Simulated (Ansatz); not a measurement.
CH3FS2, SMILES FCSS, a rigid scan of one bond angle

With the Python package of Ansatz (0.2.0).

Run as a notebook:

**Cell 1**
```python
import ansatz
from ase import Atoms
```

**Cell 2**
```python
atoms = Atoms(['F', 'C', 'S', 'S', 'H', 'H', 'H'], positions=[
    [-1.0117, -0.2735, 0.9921],
    [-0.5828, 0.7551, 0.1773],
    [0.22, 0.0441, -1.2742],
    [1.766, -1.1229, -0.3856],
    [-1.4215, 1.3616, -0.1689],
    [0.1061, 1.3983, 0.7563],
    [0.9852, -2.2307, -0.1429],
])
```

**Cell 3**
```python
# relax first, so that the scan starts from a minimum
first = (
    ansatz.Crystal.molecule_from_ase(atoms).calculation()
    .basis(gaussian='6-31G*')
    .functional('hf')
    .relax(force_tolerance=0.02, max_steps=80)
)
atoms.positions = first.run(threads=1, backend='cpu').report['positions_ang']
```

**Cell 4**
```python
rows = []
for angle in [85, 95, 105, 115, 125, 140, 160]:
    bent = atoms.copy()
    bent.set_angle(2, 3, 6, angle, indices=[6])
    model = (
        ansatz.Crystal.molecule_from_ase(bent).calculation()
        .basis(gaussian='6-31G*')
        .functional('hf')
    )
    rows.append((angle, model.run(threads=1, backend='cpu').report['free_energy_ev']))
floor = min(e for _, e in rows)
for angle, e in rows:
    print(f'angle S2-S3-H6 = {angle:3d} deg   {1000 * (e - floor):9.1f} meV')
```
Output:
```text
angle S2-S3-H6 =  85 deg       185.4 meV
angle S2-S3-H6 =  95 deg         0.0 meV
angle S2-S3-H6 = 105 deg        18.1 meV
angle S2-S3-H6 = 115 deg       216.9 meV
angle S2-S3-H6 = 125 deg       575.4 meV
angle S2-S3-H6 = 140 deg      1369.8 meV
angle S2-S3-H6 = 160 deg      2764.6 meV
```

The scan is rigid, and the energies are electronic, in a modest basis. The zero is the lowest point of the grid, which needn't be the minimum. Finished in 19 s on 1 thread of Intel(R) Xeon(R) Platinum 8259CL CPU @ 2.50GHz (Skylake/Cascade Lake), on a shared host, peak memory 0.21 GiB.
